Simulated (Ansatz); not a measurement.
Method: frozen-core CCSD(T)/def2-TZVPP // B3LYP-D3(BJ)/def2-TZVP run with Ansatz (an electronic-structure program).

Ansatz 0.2 input:
```yaml
crystal:
  periodic: [false, false, false]
  atoms:
    - { symbol: C, position_ang: [-0.760087, 0.065785, 0.023559] }
    - { symbol: C, position_ang: [0.760087, -0.065785, -0.023558] }
    - { symbol: H, position_ang: [-1.063248, 0.992248, 0.51543] }
    - { symbol: H, position_ang: [-1.18943, 0.069948, -0.980346] }
    - { symbol: H, position_ang: [-1.213334, -0.762212, 0.572343] }
    - { symbol: H, position_ang: [1.18943, -0.06995, 0.980347] }
    - { symbol: H, position_ang: [1.213334, 0.762214, -0.572341] }
    - { symbol: H, position_ang: [1.063248, -0.992247, -0.515432] }
basis:
  gaussian: { orbitals: def2-TZVPP }
correlation:
  method: ccsd_t
```

Output:

```
Functional definition: HF
824 factors; integrals over basis functions are off by at most 1.2e-3 eV
mean field evaluation 1: about -2154.8648 eV, gradient 2.8e1 eV
mean field evaluation 2: about -2154.8668 eV, gradient 2.8e1 eV
mean field evaluation 4: about -2156.8015 eV, gradient 2.3e0 eV
mean field evaluation 8: about -2156.8234 eV, gradient 3.5e-4 eV
mean field evaluation 16: about -2156.8229 eV, gradient 2.7e-1 eV
mean field -2156.82341144 eV, -79.2617984231 hartree, gradient 1.3e-6 eV, S^2 0.000000; 0 other end points of the search recorded, 0 dependent functions left out
2 core orbitals not correlated
reference -2156.82341144 eV, -79.2617984231 hartree; 7, 7 occupied and 137, 137 virtual orbitals, 824 factors
second order -10.04080101 eV of doubles, -0.00000000 eV of singles
cycle   1  -10.61200212 eV  change   -5.7e-1 eV  update   5.7e-2
cycle   2  -10.86599261 eV  change   -2.5e-1 eV  update   1.6e-2
cycle   3  -10.89405794 eV  change   -2.8e-2 eV  update   5.0e-3
cycle   4  -10.89393514 eV  change    1.2e-4 eV  update   1.2e-3
cycle   5  -10.89404301 eV  change   -1.1e-4 eV  update   2.6e-4
cycle   6  -10.89407764 eV  change   -3.5e-5 eV  update   7.5e-5
cycle   7  -10.89408170 eV  change   -4.1e-6 eV  update   1.7e-5
perturbative correction -0.36317299 eV, -0.0133463614 hartree
Total energy: -2168.08066613 eV, -79.6754949026 hartree
```

Cost: about 13 core-seconds (a rough figure).
